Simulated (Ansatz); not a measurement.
Ansatz (an electronic-structure program) input (B3LYP/LANL2DZ): The .json file is the Basis Set Exchange's LANL2DZ.

Ansatz 0.2 input:
```yaml
crystal:
  periodic: [false, false, false]
  atoms:
    - {symbol: C, position_ang: [0.00340141, -0.00638779, -1.24205632]}
    - {symbol: Si, position_ang: [-0.00173623, 0.00326060, 0.63399891]}
    - {symbol: H, position_ang: [0.01183572, -1.02821844, -1.62563804]}
    - {symbol: H, position_ang: [-0.88242631, 0.49513333, -1.63592148]}
    - {symbol: H, position_ang: [0.88398944, 0.50792232, -1.63114986]}
    - {symbol: H, position_ang: [-0.01319887, 1.39426270, 1.14918674]}
    - {symbol: H, position_ang: [-1.20047879, -0.69691575, 1.15669009]}
    - {symbol: H, position_ang: [1.20417751, -0.67950585, 1.16318579]}
basis:
  gaussian:
    orbitals: LANL2DZ.json
hamiltonian:
  xc: {name: B3LYP}
output: {forces: true}
```

Output:

```
Functional definition: B3LYP
integrals: 0.01 GiB planned
367 factors; integrals over basis functions are off by at most 6.1e-4 eV
mean field: 0.07 GiB planned
mean field evaluation 1: about -1236.2518 eV, gradient 4.0e1 eV
mean field evaluation 2: about -1234.0920 eV, gradient 4.7e1 eV
mean field evaluation 4: about -1240.5531 eV, gradient 1.6e-1 eV
mean field evaluation 8: about -1240.5200 eV, gradient 6.8e-4 eV
mean field -1240.51995365 eV, -45.5882674419 hartree, gradient 3.0e-5 eV, S^2 0.000000; 0 other end points of the search recorded, 0 dependent functions left out
the calculation of the forces begins
reference -1240.52016099 eV, -45.5882750617 hartree; 8, 8 occupied and 21, 21 virtual orbitals, 367 factors
Total energy: -1240.52016099 eV, -45.5882750617 hartree
Atom 0 at     0.003401    -0.006388    -1.242056 Å, force     0.000322    -0.000539    -0.117760 eV/Å
Atom 1 at    -0.001736     0.003261     0.633999 Å, force    -0.000714     0.001332     0.260754 eV/Å
Atom 2 at     0.011836    -1.028218    -1.625638 Å, force     0.001399    -0.155460    -0.101106 eV/Å
Atom 3 at    -0.882426     0.495133    -1.635921 Å, force    -0.134451     0.075950    -0.102712 eV/Å
Atom 4 at     0.883989     0.507922    -1.631150 Å, force     0.133890     0.077893    -0.101987 eV/Å
Atom 5 at    -0.013199     1.394263     1.149187 Å, force    -0.000578     0.059665     0.053970 eV/Å
Atom 6 at    -1.200479    -0.696916     1.156690 Å, force    -0.051350    -0.029793     0.054282 eV/Å
Atom 7 at     1.204178    -0.679506     1.163186 Å, force     0.051482    -0.029048     0.054560 eV/Å
Dipole moment:     0.000351    -0.000659    -0.128109 e Å
```

The geometry given is a B3LYP-D3(BJ)/def2-TZVP minimum.
